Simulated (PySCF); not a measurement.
Results of a calculation; reference values are marked as such.
## SiH3

SiH3 is a small molecule (built as: Si site whose three back bonds go to H, H, H), neutral, doublet. The structure was relaxed in the gas phase by PBE0-D3(BJ)/def2-SVP. No frequency run checks that it is a minimum.

SMILES: [SiH3]

```tsv
atom	x (Å)	y (Å)	z (Å)
Si1	-0.317	0.003	-0.104
H2	-0.088	-1.305	0.581
H3	-0.098	1.149	0.828
H4	0.528	0.128	-1.330
```

EPR values by unrestricted B3LYP, IGLO-III on Si, pcH-1 on H.

(1) Predict g and the largest hyperfine couplings. Where does the spin sit?

(2) How do the isotropic couplings move with BHandHLYP?

Results:

(1) g = 2.0022, 2.0043, 2.0043. The spin sits on Si1 (97 %, bonded to 3 H) by Mulliken populations.
```
atom  isotope  isotropic (MHz)  dipolar, principal values (MHz)
 Si1     29Si           -501.9               -173.3, 86.6, 86.6
  H3       1H             34.9                   -9.8, 1.0, 8.8
  H4       1H             34.9                   -9.8, 1.0, 8.8
  H2       1H             34.7                   -9.8, 1.0, 8.8
```

(2) Si1 -501.9 to -533.5 MHz, H3 34.9 to 37.0 MHz, H4 34.9 to 37.0 MHz, H2 34.7 to 36.8 MHz.
